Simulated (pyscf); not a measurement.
Single points on ωB97X-D3(BJ)/def2-SVP structures (PySCF, gas phase). MP2 and CC: frozen core, UHF for open shells. ΔMP2 is the change of the MP2 total energy from the triple- to the quadruple-zeta basis.

How much does it cost (ΔH, 298 K, CCSD(T)/def2-TZVPP + ΔMP2(QZVPP)) to split H₃C–Cu at its C–Cu bond into CH₃• + Cu•?

C–Cu to CH₃• + Cu•: 233.4 kJ/mol. The CCSD(T) − MP2 part came from Ansatz, without density fitting, on the same reference. The frozen core leaves the outer d or s,p core shells of the metals and heavy elements correlated in the MP2 and CC values, and def2-TZVPP describes them poorly, which can shift differences by a few kcal/mol. Open-shell species with a d-block atom are single-reference here; other states, and whether the spin sits on metal or ligand, were not checked.
